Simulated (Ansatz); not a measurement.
A made-up structure of AlBNH5, singlet:

B1  (-1.273, 0.777, -0.955)
Al2  (0.254, 0.412, 0.479)
N3  (1.075, -1.157, 0.550)
H4  (-2.436, 0.571, -0.739)
H5  (-1.051, 1.236, -2.042)
H6  (0.633, -1.139, 1.470)
H7  (1.803, -1.384, 1.209)
H8  (0.892, -1.948, -0.046)
(Å)

It is relaxed with PBE-D4/def2-SVP and then PBE0-D4/def2-TZVP (Ansatz 0.2.0). Atoms count as bonded within 1.22 times the sum of their covalent radii (H–H: 0.88 Å). The end point is not checked to be a true minimum.

Does its bonding change? (A judgement: the text doesn't fix the answer.)

The calculation gives: No: no bond forms or breaks.

Where it ends: The first stage lowers the energy by 1.94 eV in 12 steps. It ends as AlBNH₅ ([BH2][Al][NH3]):
B1  (-1.182, 0.615, -0.863)
Al2  (0.521, 0.954, 0.404)
N3  (0.959, -1.144, 0.699)
H4  (-2.319, 0.716, -0.462)
H5  (-1.125, 0.738, -2.066)
H6  (0.160, -1.604, 1.127)
H7  (1.770, -1.310, 1.283)
H8  (1.112, -1.597, -0.197)
(Å)

Labels in which every atom is bracketed show which atoms are joined, not bond orders.

For scale, one of the runs: PBE0-D4/def2-TZVP relaxation, 129 basis functions, launched by `ansatz run in.yaml --threads 2 --pin off --events-out ev --progress --plain --max-ram 4352MiB`. Hardware: 2 CPU threads of an Intel Xeon Platinum 8259CL, shared host. Wall time about 18 s.
